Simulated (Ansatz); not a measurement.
# Al₂H (doublet): the correlation ladder, def2-TZVPP

The task here is to estimate one member of a computed series from the others.

Method: def2-TZVPP, core rule «outside noble gas», up to 10 orbitals frozen; program: Ansatz 0.2.0, Gaussian basis.

The runs, in order: UHF; ROHF; CCSD(T) on UHF.

## What is computed

The geometry is a PBE0/def2-TZVP stationary point (not a proven minimum) of the parent state, kept for this charge and spin.

3 atoms, charge 0, spin multiplicity 2.

Atoms are counted from 1 here; the program's logs count them from 0.

Bond lengths: Al1–Al2 2.360 Å, Al1–H3 1.583 Å. Angles: Al2–Al1–H3 180.0°.

As a file:

```
Al    0.0000    0.0000    0.2591
Al    0.0000    0.0000   -2.1014
H     0.0000    0.0000    1.8423
```

Set-up of the first run:

Input file in.yaml:

```yaml
crystal:
  periodic: [false, false, false]
  atoms:
    - {symbol: Al, position_ang: [0.000000, 0.000000, 0.259056]}
    - {symbol: Al, position_ang: [0.000000, 0.000000, -2.101360]}
    - {symbol: H, position_ang: [0.000000, 0.000000, 1.842303]}
basis:
  gaussian: {orbitals: def2-TZVPP}
magnetization: {spin_polarized: true, initial_magnetization: 1}
hamiltonian: {xc: hf}
output: {orbitals: {seedname: orbitals}}
```

Run with:

```sh
ansatz run in.yaml --threads 1 --pin off --events-out ev --progress --plain --max-ram 4096MiB --backend cpu
```

Among the steps run: UHF; ROHF; CCSD(T) on UHF.

One table of the session follows, with a row left open; its other results are not shown here.

| method | from UCCSD(T) (meV) |
| --- | --- |
| ROHF | +4177.5 |
| UHF | +3862.8 |
| UMP2 | +1165.5 |
| UCCSD | ? |
| UCCSD(T) | 0 |

Q: Estimate the row for UCCSD from the others.

**Answer.** from UCCSD(T) (meV): +167.0. In the column «from UCCSD(T) (meV)» it lies between UCCSD(T) (0) and UMP2 (+1165.5).

To keep in mind: The determinant is far from a pure spin state, so its energy mixes those of several spin states (harmless only where they are near-degenerate, as at dissociation).
